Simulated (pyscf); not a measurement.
# Hydrogen abstraction: CH₃• + H₃Si–Cl → CH₄ + •H₂Si–Cl

Gas phase, doublet surface, charge 0. Bonds broken: Si2–H6. Bonds formed: C1–H6. Optimised with ωB97X-D3(BJ)/def2-SVP in PySCF. MP2 and CC: frozen core, UHF for open shells. ΔMP2 is the change of the MP2 total energy from the triple- to the quadruple-zeta basis.

Transition state (Å):

```xyz
9

C      0.7682    -0.0472     1.5299
Si    -0.2226     1.1921    -1.2289
H     -0.1284    -0.4582     2.0062
H      1.4532    -0.7756     1.0834
H      1.2366     0.8023     2.0385
H      0.1735     0.6358     0.2210
H     -1.5673     0.7136    -1.6565
H     -0.1797     2.6804    -1.2840
Cl     1.1876     0.4468    -2.5537
```

One imaginary mode, 999i cm⁻¹; descent along it reached the two sides named.

```
bond    change  reactant side (Å)  saddle  product side
------  ------  -----------------  ------  ------------
Si2–H6  breaks              1.484   1.603           3.7
C1–H6    forms                3.1   1.592         1.100
```

Electronic energies relative to the separated reactants (eV):

```json
[
 {"level": "ωB97X-D3(BJ)/def2-TZVP", "barrier": "0.28", "reaction energy": "-0.69", "reverse barrier": "0.97"},
 {"level": "PBE/def2-TZVP", "barrier": "0.05", "reaction energy": "-0.87", "reverse barrier": "0.93"},
 {"level": "r²SCAN/def2-TZVP", "barrier": "0.22", "reaction energy": "-0.70", "reverse barrier": "0.92"},
 {"level": "B3LYP-D3(BJ)/def2-TZVP", "barrier": "0.20", "reaction energy": "-0.72", "reverse barrier": "0.91"},
 {"level": "PBE0-D3(BJ)/def2-TZVP", "barrier": "0.16", "reaction energy": "-0.78", "reverse barrier": "0.94"},
 {"level": "M06-2X/def2-TZVP", "barrier": "0.32", "reaction energy": "-0.79", "reverse barrier": "1.12"},
 {"level": "ωB97M-D3(BJ)/def2-TZVP", "barrier": "0.32", "reaction energy": "-0.68", "reverse barrier": "1.00"},
 {"level": "HF/def2-TZVP", "barrier": "0.88", "reaction energy": "-0.37", "reverse barrier": "1.24"},
 {"level": "MP2/def2-QZVPP", "barrier": "0.41", "reaction energy": "-0.74", "reverse barrier": "1.15"},
 {"level": "CCSD/def2-TZVPP", "barrier": "0.46", "reaction energy": "-0.63", "reverse barrier": "1.09"},
 {"level": "CCSD(T)/def2-TZVPP", "barrier": "0.39", "reaction energy": "-0.67", "reverse barrier": "1.06"},
 {"level": "CCSD(T)/def2-TZVPP + ΔMP2(QZVPP)", "barrier": "0.37", "reaction energy": "-0.67", "reverse barrier": "1.05"}
]
```

With CCSD(T)/def2-TZVPP + ΔMP2(QZVPP) energies and thermal terms (ideal gas, 1 atm, RRHO with modes under 100 cm⁻¹ raised to 100, one conformer, R ln 2 for chiral ones without a mode under 150 cm⁻¹), in eV:

```tsv
T (K)	ΔH‡	ΔG‡	ΔH	ΔG
298	0.36	0.70	-0.53	-0.54
600	0.37	1.05	-0.56	-0.54
900	0.40	1.39	-0.59	-0.52
1200	0.44	1.71	-0.60	-0.50
```

This is the saddle that the search found; another between the same sides may lie lower. The angle at the transferred H is 170°. The CCSD(T) − MP2 part came from Ansatz, without density fitting, on the same reference.
